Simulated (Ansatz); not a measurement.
## CH5AlO (SMILES [CH3][AlH][OH]): the energy to break a bond

CH5AlO: 8 atoms, total charge 0, spin state singlet. SMILES: `[CH3][AlH][OH]`. Geometry: optimised at PBE0/def2-SVP. This is one conformer, not always the lowest.

```
atom    x (Å)    y (Å)    z (Å)
   C  -0.7776   0.9844  -0.0722
  Al   0.5878  -0.3889  -0.2460
   O   0.5480  -1.6858   0.8664
   H  -0.3260   1.9696   0.1345
   H  -1.4848   0.7581   0.7407
   H  -1.3542   1.0964  -1.0060
   H   1.7316  -0.3737  -1.3543
   H   1.1673  -2.4172   0.8810
```

Wanted: the dissociation energy of the H5–C1 bond into doublet H and doublet CH4AlO (shapes relaxed at PBE0/def2-SVP, no zero-point term). 1 Eh = 2625.50 kJ/mol = 27.2114 eV. Totals in Eh; open shells run unrestricted unless said.

```
           level  program       CH5AlO  doublet H  doublet CH4AlO
    HF/def2-TZVP   Ansatz  -357.674033  -0.499810     -357.051211
   PBE/def2-TZVP   Ansatz  -358.597973  -0.499616     -357.934265
r2SCAN/def2-TZVP   Ansatz  -358.788556  -0.499927     -358.127858
```

Work out the dissociation energy at each level.


1. HF/def2-TZVP: (-0.499810) + (-357.051211) − (-357.674033) = 0.123012 Eh = 323.0 kJ/mol = 3.35 eV.
2. PBE/def2-TZVP: (-0.499616) + (-357.934265) − (-358.597973) = 0.164092 Eh = 430.8 kJ/mol = 4.47 eV.
3. r2SCAN/def2-TZVP: (-0.499927) + (-358.127858) − (-358.788556) = 0.160771 Eh = 422.1 kJ/mol = 4.37 eV.

The levels span 323 to 431 kJ/mol; no measured value is set beside them. Hartree–Fock lacks the correlation of the bonding electrons, so it comes out low. A bond enthalpy at 298 K also holds the loss of zero-point energy and thermal terms.
